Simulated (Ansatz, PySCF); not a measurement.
The pair A = CH3NO (SMILES NC=O) (first 6 atoms), B = CH3NO (SMILES NC=O); geometry from NCB31 set.
(charge 0, multiplicity 1):
```xyz
12

O     -1.141     1.445     0.000
C     -0.062     2.031     0.000
H     -0.014     3.130     0.000
N      1.141     1.436     0.000
H      1.218     0.417     0.000
H      1.971     2.002     0.000
O      1.141    -1.445     0.000
C      0.062    -2.031     0.000
H      0.014    -3.130     0.000
N     -1.141    -1.436     0.000
H     -1.218    -0.417     0.000
H     -1.971    -2.002     0.000
```

Cores are frozen in the correlated methods. MP2 and its Hartree–Fock in aug-cc-pVQZ are density fitted. Rows in 6-31G* carry no dispersion term and start afresh at each structure (6-31G* with six Cartesian d functions). MP2/6-31G* freezes PySCF's default core.

The values were computed with Ansatz (Gaussian basis) for Hartree–Fock, density functionals and correlated methods; PySCF for 6-31G* rows. 

Total energies (hartree), monomers frozen at their geometry in the pair:

```csv
structure,HF/aug-cc-pVQZ,MP2/6-31G*,MP2/aug-cc-pVDZ
AB,-338.0470003,-338.8162563,-338.9724199
A in the pair's basis,-169.0136835,-169.3977488,-169.4750512
B in the pair's basis,-169.0136835,-169.3977488,-169.4750512
A,-169.0136350,-169.3936618,-169.4733646
B,-169.0136350,-169.3936618,-169.4733646
```

Question: Work out the interaction energy without and with the counterpoise correction, and the superposition error, for each level.

Answer: 
E(AB) − E(A) − E(B), times 627.509 kcal/mol, with the monomers in their own basis and then in the pair's basis:
- HF/aug-cc-pVQZ: -12.38 uncorrected, -12.32 corrected; the monomers gain 0.06 kcal/mol from borrowed functions
- MP2/6-31G*: -18.16 uncorrected, -13.03 corrected; the monomers gain 5.13 kcal/mol from borrowed functions
- MP2/aug-cc-pVDZ: -16.12 uncorrected, -14.00 corrected; the monomers gain 2.12 kcal/mol from borrowed functions

Ansatz is a quantum-chemistry and plane-wave program.
